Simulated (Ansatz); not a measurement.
A made-up structure of C$_{2}$H$_{3}$Na, singlet:

C1  (-0.708, 0.152, -0.453)
C2  (0.489, 0.158, 0.448)
Na3  (2.099, -1.809, 0.640)
H4  (-0.999, -0.800, -1.163)
H5  (-1.490, 1.093, -0.553)
H6  (0.609, 1.206, 1.080)
(Å)

It is relaxed with PBE-D4/def2-SVP and then PBE0-D4/def2-TZVP (Ansatz 0.2.0). Atoms count as bonded within 1.22 times the sum of their covalent radii (H–H: 0.88 Å). The end point is not checked to be a true minimum.

Q: Does its bonding change? (A judgement: the text doesn't fix the answer.)

A: Computed: No: no bond forms or breaks.

Where it ends: The first stage lowers the energy by 1.11 eV in 5 steps. It ends as C₂H₃Na ([CH2][CH][Na]):
| atom | x (Å) | y (Å) | z (Å) |
| --- | --- | --- | --- |
| C1 | -0.6322 | 0.1360 | -0.4041 |
| C2 | 0.4367 | 0.1409 | 0.4002 |
| Na3 | 1.8744 | -1.6149 | 0.5717 |
| H4 | -0.8917 | -0.7148 | -1.0380 |
| H5 | -1.3303 | 0.9756 | -0.4942 |
| H6 | 0.5430 | 1.0770 | 0.9645 |

Labels in which every atom is bracketed show which atoms are joined, not bond orders.

For scale, one of the runs: PBE0-D4/def2-TZVP relaxation, 112 basis functions, launched by `ansatz run in.yaml --threads 2 --pin off --events-out ev --progress --plain --max-ram 4352MiB`. Hardware: 2 CPU threads of an Arm Neoverse V2, shared host. Wall time about 9.5 s.
